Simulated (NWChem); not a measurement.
Molecule: acetonitrile (C$_{2}$H$_{3}$N); SMILES CC#N

Program: NWChem. All runs use the structure optimised with PBE0/def2-SVP. Solvent water, SMD (1 M gas to 1 M solution), gas-phase geometry.

Estimate the computed values for B3LYP/aug-cc-pVDZ. Quantities: solvation free energy (kcal/mol); cavity-dispersion-structure term (kcal/mol); dipole in solution (D).


```yaml
solvation free energy (kcal/mol): -4.2
cavity-dispersion-structure term (kcal/mol): 4.0
dipole in solution (D): 5.39
```
